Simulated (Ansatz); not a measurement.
Ansatz (an electronic-structure program) input:

Ansatz 0.2 input:
```yaml
crystal:
  periodic: [false, false, false]
  atoms:
    - {symbol: O, position_ang: [0.08242012, -0.65307308, -0.27251841]}
    - {symbol: C, position_ang: [0.05944358, 0.81611492, 0.02420122]}
    - {symbol: C, position_ang: [1.27962424, -1.22791635, 0.11217570]}
    - {symbol: C, position_ang: [-1.41575988, 1.14327758, 0.16617260]}
    - {symbol: H, position_ang: [0.38802558, 1.28228298, -0.93384472]}
    - {symbol: H, position_ang: [1.20119300, -2.32198246, -0.00706601]}
    - {symbol: H, position_ang: [2.13924714, -0.88864672, -0.50001802]}
    - {symbol: H, position_ang: [1.53362274, -0.98388112, 1.15823764]}
    - {symbol: H, position_ang: [-2.08405563, 0.76161145, -0.64762280]}
    - {symbol: H, position_ang: [-1.83735447, 0.75179719, 1.10337251]}
    - {symbol: H, position_ang: [-1.53988680, 2.23454646, 0.19179143]}
basis:
  gaussian:
    orbitals: def2-TZVP
hamiltonian:
  xc: b3lyp
  dispersion: d3bj
total_charge: -1
phonons: {temperatures: {t_min: 298.15, t_max: 298.15, t_step: 100}}
```

Question: Which total energy does the run end on?

Answer: -193.75956 Eh (B3LYP-D3(BJ)/def2-TZVP). The basis has 166 functions. The run takes around 5 core-minutes (rough).

It need not be the lowest isomer of its formula. Whether it binds its extra electron was not tested at this geometry.
